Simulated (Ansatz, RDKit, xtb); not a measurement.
**Isomers of C3H6S, a sample narrowed down**

A sample of isomers of C3H6S is drawn. Aim: find which of them has the lowest free energy at 298.15 K, then its properties. The sample is small against all isomers, and the most stable one of this formula need not be in it.

The funnel: GFN2-xTB relaxations, single points with a density functional, relaxations at B3LYP/def2-SVP, harmonic vibrations, and a last energy at a higher level. All values are calculated.

### 1 Candidates

Isomers were taken from a list of plausible structures; this is a sample, not all of them. That gives 3 candidates.

```
label       SMILES     spin
 c441       SC1CC1  singlet
 c638       C1CSC1  singlet
 c729  C[C@@H]1CS1  singlet
```

Candidates are built by distance geometry, with a force field where one applies, in up to four conformers (letters a to d).

**Question.** With final energies at CCSD(T)/def2-SVP + MP2/def2-TZVPP - MP2/def2-SVP, which structure will this search put lowest in free energy, and by what margin?

| quantity | value |
| --- | --- |
| lowest structure found | C[C@@H]1CS1, singlet, C1 |
| next finalist | C1CSC1, singlet, 5.3 kcal/mol higher in G |
| share at equilibrium, among the finalists | 100.0 % |
| harmonic wavenumbers, lowest and highest (B3LYP/def2-SVP) | 238 and 3197 cm⁻¹ |
| rotational constants, same geometry | 0.3865, 0.1593, 0.1293 cm⁻¹ |

The search ends on `C[C@@H]1CS1`. The margin of 5.3 kcal/mol over the next finalist is beyond the usual error of the last level; it says nothing of structures that weren't ranked. GFN2-xTB, r2SCAN-D4/def2-SVP, B3LYP/def2-SVP, HF/def2-SVP and MP2/def2-SVP already put its bonding pattern lowest among the structures in one piece; HF/STO-3G favours the singlet C1CSC1. Lowest found is not proven lowest: the search is finite, and each finalist counts with one conformer. Only 3 drawn patterns were tried, so whole families of isomers are missing, and the result ranks this sample alone.
